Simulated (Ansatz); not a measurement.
The cluster BN₂. The state is a doublet with charge 0. Geometry r2SCAN-D4/def2-TZVP, basis def2-TZVP, Ansatz.

```xyz
3

B     0.515   -0.069   -0.092
N    -0.261   -0.821    0.669
N    -0.253    0.890   -0.578
```

```json
{"run": "A", "HOMO (eV)": "-7.68", "LUMO (eV)": "-5.49"}
{"run": "B", "HOMO (eV)": "-8.91", "LUMO (eV)": "-4.50"}
{"run": "C", "HOMO (eV)": "-7.10", "LUMO (eV)": "-5.60"}
{"run": "D", "HOMO (eV)": "-7.15", "LUMO (eV)": "-5.92"}
```

Another isomer (doublet) lies 1.59 eV lower at PBE0-D4/def2-TZVP; other spin states weren't run for this one.

HOMO and LUMO are taken over both spins.

Question: The runs used LDA (SPW92), PBE, PBE0, r2SCAN. Estimate which is which.

Answer: A r2SCAN (0 % exact exchange); B PBE0 (25 % exact exchange); C PBE (0 % exact exchange); D LDA (SPW92) (0 % exact exchange). Exact exchange lowers occupied and raises empty levels; among semilocal functionals meta-GGAs tend to open the gap a little, and such runs are hard to tell apart. The gap grows from 1.22 eV (LDA (SPW92)) to 4.40 eV (PBE0).
